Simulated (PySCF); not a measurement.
Point-charge models of `[BH3-][PH3+]` against its computed dipole.

Coordinates (PBE0-D3(BJ)/def2-SVP, Å) and charges (e) from the PBE0/pcSseg-1 density (PySCF):

| atom | x | y | z | Mulliken | IAO | Hirshfeld | ESP-fitted |
| --- | --- | --- | --- | --- | --- | --- | --- |
| B1 | -1.195 | -0.102 | -0.021 | -0.3079 | -0.6326 | -0.1461 | -0.1353 |
| P2 | 0.724 | 0.005 | 0.039 | +0.0906 | +0.5854 | +0.3165 | +0.4474 |
| H3 | -1.557 | 0.786 | 0.735 | -0.0065 | +0.0151 | -0.0810 | -0.0987 |
| H4 | -1.456 | 0.098 | -1.197 | -0.0067 | +0.0151 | -0.0810 | -0.0995 |
| H5 | -1.437 | -1.233 | 0.368 | -0.0061 | +0.0153 | -0.0809 | -0.0989 |
| H6 | 1.366 | -0.177 | 1.288 | +0.0787 | +0.0005 | +0.0241 | -0.0053 |
| H7 | 1.467 | -0.912 | -0.745 | +0.0788 | +0.0006 | +0.0241 | -0.0042 |
| H8 | 1.336 | 1.216 | -0.369 | +0.0790 | +0.0007 | +0.0243 | -0.0055 |

**Question.** What dipole does each set of charges give (1 e·Å = 4.803 D), and what does the density give?

**Answer.** The full density gives (4.32, 0.24, 0.14) D, 4.33 D in size; dipole vectors point from the negative to the positive end.

```csv
scheme,μx,μy,μz,size (D),share of the full size (%),angle to the full dipole (°)
Mulliken,3.80,0.21,0.12,3.81,88,0
IAO,5.36,0.30,0.17,5.37,124,0
Hirshfeld,4.15,0.23,0.13,4.16,96,0
ESP-fitted,4.35,0.23,0.14,4.36,101,0
```

**Question.** Which set comes closest?

**Answer.** Length of the difference vector: ESP-fitted 0.03 D, Hirshfeld 0.17 D, Mulliken 0.52 D, IAO 1.04 D. Closest: ESP-fitted. The schemes that divide the density aren't constrained to reproduce the dipole.

**Question.** What is left for the Hirshfeld atoms' own dipoles?

**Answer.** The Hirshfeld atoms' densities add up to the full density, so μ = Σ q r + Σ (atomic dipoles). The atomic dipoles sum to (4.32, 0.24, 0.14) − (4.15, 0.23, 0.13) = (0.17, 0.01, 0.01) D, 0.17 D in size.

**Question.** With the origin at the mean of the coordinates, (-0.094, -0.040, 0.012) Å, which are the largest single terms, by size, of the ESP-fitted dipole along the direction of the full one?

**Answer.** P2 +1.76, B1 +0.72, H4 +0.66, H5 +0.66, H3 +0.66 D; all 8 atoms together +4.36 D. The single terms depend on the origin, their sum doesn't.

**Question.** Give the size of the full dipole in other units.

**Answer.** 4.33 D = 1.704 au = 0.902 e·Å = 14.44 × 10⁻³⁰ C·m.

Isolated species at its PBE0-D3(BJ)/def2-SVP geometry, gas phase.
